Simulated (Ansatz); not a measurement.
**How far each method lies from full CI for HSiAl, singlet**

Geometry: a PBE0/def2-TZVP stationary point for this spin, not checked as a minimum. The triplet lies 0.6 eV lower here.

```yaml
atoms:
  - { symbol: Si, position_ang: [0.0000, -0.0660, 1.2777] }
  - { symbol: Al, position_ang: [0.0000, 0.0144, -1.3676] }
  - { symbol: H, position_ang: [0.0000, 1.4550, 1.0066] }
```

Basis 6-31G; Ansatz 0.2.0. Correlated methods freeze the noble-gas cores, which leaves 8 electrons in 18 orbitals. Prefix R: restricted or restricted open-shell reference; prefix U: unrestricted. Active spaces: valence = (8e, 9o) chosen from the atoms' valence shells.

Full CI is exact within this basis and frozen core; it isn't the basis-set limit. The frozen core follows each run's orbitals, which can shift R against U totals by a few meV.

- UHF ⟨S²⟩: 1.084
- ⟨S²⟩ of the determinant under UCCSD: 1.055
- T1 diagnostic (RCCSD): 0.0164
- largest doubles amplitude (RCCSD): 0.133

```csv
level,E − E(full CI) (kJ/mol),wall time
RHF†,261.0,–
UHF†,205.2,0.72 s
RMP2†,92.9,–
UMP2†,52.5,–
CISD†,31.4,0.45 s
RCCSD†,13.0,–
UCCSD*†,-28.7,–
RCCSD(T)†,8.4,0.66 s
UCCSD(T)*†,-38.9,4.4 s
BCCD(T)†,8.3,0.57 s
RCCSDT†,4.9,–
UCCSDT*†,-56.1,–
CISDTQ†,5.7,1.9 s
RCCSDT(Q)†,3.9,1.2 s
UCCSDT(Q)*†,-60.3,6.5 s
RCCSDTQ†,3.6,5.5 s
UCCSDTQ*†,-60.1,29 s
CASSCF (valence space)†,73.3,–
NEVPT2 (valence space)†,27.0,2.9 s
MRCISD (valence space)†,9.0,–
MRCISD+Q (valence space)†,7.4,4.1 s
```

An asterisk marks runs whose energy the program itself flagged as in doubt. A dagger marks rows that describe another state than the reference (another or a broken symmetry, a higher spin or other natural occupations), so the difference isn't the method's error.

Times hold each run's SCF and search for its determinant on a shared host, so for small cases they say little of a method's own cost; they ran on 1 thread of Intel Xeon 6975P-C.

The restricted determinant belongs to another symmetry than the lowest state (A''); the lowest full-CI state of the determinant's symmetry (A') lies 0.036 eV higher, and methods that keep that symmetry describe that state.

Unrestricted levels hold only the spin's projection, and here they fall towards a lower state of higher spin.

The full-CI state has the irrep A'' of Cs, in the program's axes.

Natural occupations of full CI about the gap: 1.970 1.941 1.898 0.983 0.977 0.057 0.053 0.046 0.035 0.009; effectively unpaired electrons, Σ n²(2−n)², 2.09. No single determinant describes this state well, so single-reference rows can miss without a flag.
